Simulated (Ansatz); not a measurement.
Relaxed structures of CH2NSi, doublet (PBE0-D4/def2-TZVP; forces vanish, vibrations not checked; lower isomers may exist, and structures with a doubtful reference or unclear bonds are left out; Å). Program: Ansatz 0.2.0. Basis: def2-TZVPP. Cores are frozen in the correlated methods; orbitals are unrestricted.

(1) Rank them by CCSD(T) energy, lowest first, and give each one's height above the lowest. Links in brackets join atoms within 1.22 times the sum of their covalent radii (1.1 for two metals). (To be estimated.)
A.
CH₂NSi ([C][N][SiH2])
```
5
angstrom
N -0.0817 -0.5156 0.8755
C -0.0467 -1.1872 1.8385
Si -0.2851 0.5530 -0.4710
H -0.5011 -0.2699 -1.6850
H 0.9145 1.4196 -0.5581
```
B.
CH₂NSi ([NH][C][SiH])
```
5
angstrom
N -0.2650 -1.0450 1.9198
C -0.2233 -0.4203 0.9093
Si -0.3017 0.7186 -0.5153
H -0.3206 -0.5157 -1.4067
H 0.3862 -1.4812 2.5527
```
C.
CH₂NSi ([N][C][SiH2])
```
5
angstrom
N -0.0482 -1.2141 1.8807
C -0.0906 -0.5493 0.9374
Si -0.2678 0.5619 -0.5060
H -0.5074 -0.2474 -1.7218
H 0.9140 1.4490 -0.5904
```

No T1 diagnostic of these runs exceeds 0.028. ⟨S²⟩ of the unrestricted Hartree–Fock references: 0.76 to 0.82 (a pure state has 0.75). The unrestricted reference is spin-contaminated, which hurts MP2 most.

Answers

(1) Computed: C (0.0 kJ/mol), A (23.8 kJ/mol), B (110.5 kJ/mol). Heights count from the lowest.

For scale, one of the runs: CCSD(T)/def2-TZVPP, 132 basis functions, launched by `ansatz run in.yaml --threads 2 --pin off --events-out ev --progress --plain --max-ram 4352MiB`. Hardware: 2 CPU threads of an Arm Neoverse V1, shared host. Wall time 30 s; peak host memory 1.4 GiB.
